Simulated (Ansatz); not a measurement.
# What a trial cell of Sr3Os relaxes into

Theory: DFT PBE, scalar-relativistic, plane waves, PAW in Ansatz 0.2.0. Cutoff 420 eV, Γ-centred k mesh, Gaussian smearing, no spin polarisation in the final step.

Sr3Os was placed on the sites of a reported Cu3Pd cell (P4/mmm, No. 123), with Os in place of Pd, Sr in place of Cu, at a guessed volume.

```xyz
4
Lattice="4.7517 0.0000 0.0000 0.0000 4.7517 0.0000 0.0000 0.0000 4.7029" Properties=species:S:1:pos:R:3 pbc="T T T"
Sr    0.0000    2.3759    2.3514
Sr    2.3759    0.0000    2.3514
Sr    2.3759    2.3759    0.0000
Os    0.0000    0.0000    0.0000
```

Cell and atoms relax at zero pressure; the relaxation can't lower the symmetry of the start. After a coarse first stage the cell is made exact in the group found at 0.06 Å.

Energies over the elements count from the elements' standard structures at the same level, with no empirical corrections.

(1) What does it relax into?

(2) What are its volume, energy, density and gap?

## Answers

(1) It ends in Pm-3m (No. 221). The result has the Cu3Au (L1_2) structure. Conventional cell: a = 5.002 Å. Sr has 4 Os at 3.54 Å and 8 Sr at 3.54 Å; around Os lie 12 Sr at 3.54 Å.

Space group Pm-3m (No. 221). a = 5.002 Å, b = 5.002 Å, c = 5.002 Å, α = 90.00°, β = 90.00°, γ = 90.00°
| atom | site | symmetry | x | y | z |
| --- | --- | --- | --- | --- | --- |
| Sr | 3c | 4/mm.m | 0.0000 | 0.5000 | 0.5000 |
| Os | 1a | m-3m | 0.0000 | 0.0000 | 0.0000 |

(2) The volume per atom is 31.29 Å³. The density is 6.01 g/cm³. The energy over the elements is 0.74 eV/atom. The gap on the 10×10×10 mesh is 0 eV (a metal).

The final run used a 10×10×10 mesh on its 4-atom cell and 0.10 eV smearing. The k mesh leaves about 4 meV/atom of noise in metals. Spin–orbit coupling is left out. A structure relaxed within its symmetry needn't be a true minimum.

Cost: 3 runs of about 0.82 core-minutes in all, on Arm Neoverse V1 (shared hosts).